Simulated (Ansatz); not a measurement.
**AlH3S (SMILES [AlH2][SH]): CCSDT/pcseg-0**

What is the vertical ionisation energy of AlH3S at CCSDT/pcseg-0? 

The calculation is run with Ansatz 0.2.0.

6 further runs of the same task are left out: 4 for a known fault of the program, 1 that didn't finish, 1 set aside as unsound or not needed.

## Step 1: The structure to begin with

AlH3S: 5 atoms, total charge 0, spin state singlet. As SMILES, `[AlH2][SH]`. The coordinates come from a PBE0-D4/def2-TZVP relaxation.

Bond lengths: Al1–S2 2.181 Å, Al1–H3 1.579 Å, Al1–H4 1.581 Å, S2–H5 1.344 Å. Angles: Al1–S2–H5 93.7°, S2–Al1–H3 116.5°, S2–Al1–H4 118.9°, H3–Al1–H4 124.6°.

## Step 2: Energy and forces at CCSDT/pcseg-0

in.yaml

```yaml
crystal:
  periodic: [false, false, false]
  atoms:
    - {symbol: Al, position_ang: [-0.616100, -0.064200, -0.181700]}
    - {symbol: S, position_ang: [1.129100, -0.343100, 1.096600]}
    - {symbol: H, position_ang: [-1.981700, -0.650100, 0.351100]}
    - {symbol: H, position_ang: [-0.441100, 0.696000, -1.556400]}
    - {symbol: H, position_ang: [1.959700, 0.287800, 0.249000]}
basis:
  gaussian: {orbitals: pcseg-0.json}
correlation: {method: ccsdt, frozen_orbitals: {Al: 5, H: 0, S: 5}}
accuracy: high
output: {forces: true, orbitals: {seedname: orbitals}}
```

The basis set pcseg-0 is read from a file made from the Basis Set Exchange's data (not shown).

Command:

```
ansatz run in.yaml --threads 1 --pin off --max-ram 2610MiB --events-out events.jsonl --progress --plain --runs-dir runs
```

Output, cut to the lines that bear on the results:

```text
Warning: RAYON_NUM_THREADS=1 ignored (pool sized by the plan → 1); use --threads N
Functional definition: HF
  name "HF"
[...]
729 factors; integrals over basis functions are off by at most 3.9e-9 eV
[...]
mean field -17425.46210025 eV, -640.3739207816 hartree, gradient 8.6e-9 eV, S^2 0.000000; 0 other end points of the search recorded, 0 dependent functions left out
10 core orbitals not correlated: weight in the atoms' cores, before any rotation towards them, 1.000 or more for the frozen orbitals, at most 0.000 for the correlated occupied ones
reference -17425.46210025 eV, -640.3739207816 hartree; 6, 6 occupied and 16, 16 virtual orbitals, 729 factors
second order -2.52770925 eV of doubles, -0.00000000 eV of singles
cycle   1  -2.93825236 eV  change   -4.1e-1 eV  update   7.0e-2
[...]
cycle  21  -3.22980442 eV  change  -4.6e-10 eV  update   1.3e-9
[...]
Total energy: -17428.69190467 eV, -640.4926139048 hartree
Atom 0 at    -0.616100    -0.064200    -0.181700 Å, force    -1.448180     0.056744    -0.728062 eV/Å
Atom 1 at     1.129100    -0.343100     1.096600 Å, force     0.616397    -0.455855     1.132919 eV/Å
Atom 2 at    -1.981700    -0.650100     0.351100 Å, force    -0.109166    -0.050452     0.049645 eV/Å
Atom 3 at    -0.441100     0.696000    -1.556400 Å, force     0.055827     0.077172    -0.123119 eV/Å
Atom 4 at     1.959700     0.287800     0.249000 Å, force     0.885122     0.372391    -0.331383 eV/Å
Dipole moment:    -0.039208     0.161917    -0.325400 e Å
```

Run time: 2.9 s. Hardware: 1 thread of Arm Neoverse V2, shared host.

## Step 3: The doublet cation at the same level

in.yaml: that of step 2 with these lines changed.

```diff
@@ -10,2 +10,4 @@
   gaussian: {orbitals: pcseg-0.json}
+total_charge: 1
+magnetization: {spin_polarized: true, initial_magnetization: 1}
 correlation: {method: ccsdt, frozen_orbitals: {Al: 5, H: 0, S: 5}}
```

The basis set pcseg-0 is read from a file made from the Basis Set Exchange's data (not shown).

Command:

```
ansatz run in.yaml --threads 1 --pin off --max-ram 2610MiB --events-out events.jsonl --progress --plain --runs-dir runs
```

Output, cut to the lines that bear on the results:

```text
Warning: RAYON_NUM_THREADS=1 ignored (pool sized by the plan → 1); use --threads N
[... 2 set-up lines as earlier in the session ...]
[...]
727 factors; integrals over basis functions are off by at most 3.9e-9 eV
[...]
mean field -17415.94290987 eV, -640.0240969877 hartree, gradient 2.7e-8 eV, S^2 0.753651; 6 other end points of the search recorded, 0 dependent functions left out
determinant -17415.94290987 eV, -640.0240969877 hartree, with singles and doubles -17418.72835354 eV, -640.1264601543 hartree
determinant -17415.08145963 eV, -639.9924392752 hartree, with singles and doubles -17418.02893931 eV, -640.1007571556 hartree
10 core orbitals not correlated: weight in the atoms' cores, before any rotation towards them, 1.000 or more for the frozen orbitals, at most 0.000 for the correlated occupied ones
reference -17415.94290987 eV, -640.0240969877 hartree; 6, 5 occupied and 16, 17 virtual orbitals, 727 factors
second order -2.12560345 eV of doubles, -0.00000000 eV of singles
cycle   1  -2.56981513 eV  change   -4.4e-1 eV  update   5.7e-2
[...]
cycle  32  -2.82988820 eV  change  -5.3e-11 eV  update  9.8e-10
[...]
Total energy: -17418.77279807 eV, -640.1280934608 hartree
Atom 0 at    -0.616100    -0.064200    -0.181700 Å, force    -4.724029     0.414731    -2.811905 eV/Å
Atom 1 at     1.129100    -0.343100     1.096600 Å, force     2.751186    -0.759151     2.624352 eV/Å
Atom 2 at    -1.981700    -0.650100     0.351100 Å, force     0.260834    -0.087359     0.278302 eV/Å
Atom 3 at    -0.441100     0.696000    -1.556400 Å, force     0.465202     0.014249     0.171993 eV/Å
Atom 4 at     1.959700     0.287800     0.249000 Å, force     1.246807     0.417530    -0.262742 eV/Å
Dipole moment:     0.229110     0.163303    -0.213265 e Å
```

It took 18 s on 1 thread of Arm Neoverse V2, shared host; peak memory 0.27 GiB.

## Step 4: Outcome

Level: CCSDT/pcseg-0, 10 core orbitals frozen.

```
                                                                  quantity          value
                                               singlet AlH3S: total energy  -640.49261 Eh
                         singlet AlH3S: dipole moment (correlated density)         1.76 D
                        singlet AlH3S: HOMO energy (Hartree–Fock orbitals)      -10.77 eV
                        singlet AlH3S: LUMO energy (Hartree–Fock orbitals)        1.01 eV
                      singlet AlH3S: HOMO–LUMO gap (Hartree–Fock orbitals)       11.78 eV
               singlet AlH3S: correlation energy (10 core orbitals frozen)     -118.7 mEh
                                              singlet AlH3S: T1 diagnostic          0.015
                                   singlet AlH3S: largest force on an atom     1.622 eV/Å
                                              doublet cation: total energy  -640.12809 Eh
doublet cation: HOMO energy (Hartree–Fock orbitals) (highest over α and β)      -17.42 eV
 doublet cation: LUMO energy (Hartree–Fock orbitals) (lowest over α and β)       -8.49 eV
              doublet cation: correlation energy (10 core orbitals frozen)     -104.0 mEh
                         doublet cation: ⟨S²⟩ of the reference determinant          0.754
                                             doublet cation: T1 diagnostic          0.009
                                  doublet cation: largest force on an atom     5.513 eV/Å
                        vertical ionisation energy (to the doublet cation)       9.919 eV
```

In words: The vertical ionisation energy comes to 9.92 eV (957 kJ/mol). The largest force (singlet AlH3S) is 1.62 eV/Å: the shape isn't a stationary point for this species at this level. Mulliken charges (singlet AlH3S) run from -0.53 on S2 to +0.88 on Al1; they depend strongly on the basis. Mulliken charges (doublet cation) run from -0.13 on H4 to +0.97 on Al1; they depend strongly on the basis.
